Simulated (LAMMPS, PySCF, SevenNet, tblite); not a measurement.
How well does each level of theory give the cohesive energy of rock-salt NaCl?

Reference value: 3.34 eV/atom (measured, static lattice: zero-point vibration energy added; as tabulated in Mejia-Rodriguez and Trickey (2018), arXiv:1807.09216).

```
level (code)          value (eV/atom)  cell (Å³/atom)  error (eV/atom)
--------------------  ---------------  --------------  ---------------
EIM (LAMMPS)                     3.31           22.32            -0.03
GFN2-xTB (tblite)                3.56           21.47            +0.22
SevenNet-0                       2.93           23.00            -0.41
PBE (PySCF)               3.11 ± 0.04           23.13            -0.23
PBE0 (PySCF)              3.12 ± 0.04           22.65            -0.22
Hartree–Fock (PySCF)      2.60 ± 0.04           23.85            -0.74
MP2 (PySCF)                3.45 ± 0.1           22.20            +0.11
```

Leaving aside GFN2-xTB (doubt noted below), SevenNet-0 (doubt noted below): Once the reference is moved by up to 0.03 eV/atom (a margin picked here for doubts on the reference and the settings) and values within 0.03 eV/atom count as equal, the nearest can be EIM (-0.03 eV/atom) or MP2 (+0.11 eV/atom). Among them Hartree–Fock (-0.74 eV/atom) misses by most. Within 0.3 eV/atom: EIM, PBE, PBE0, MP2.

A ± on a computed value is a rough bar: the spread of its extrapolation, a floor set from checks against published values, or a statistical error. GFN2-xTB: the free atoms are run in the same model without spin. GFN2-xTB: the method was fitted mainly to molecules. GFN2-xTB: the run uses a supercell at the zone centre in place of a k mesh. SevenNet-0: free atoms can lie outside what these potentials were trained on. Each level is taken at its own relaxed cell.

Empirical potentials (EIM) are fitted to chosen data: where that held the value shown, agreement is built in, and what lay outside the fit can be far off. Machine-learned potentials (SevenNet-0) are trained on DFT data: a solid inside that data is no test of them.

Differences are worked out from the printed values.
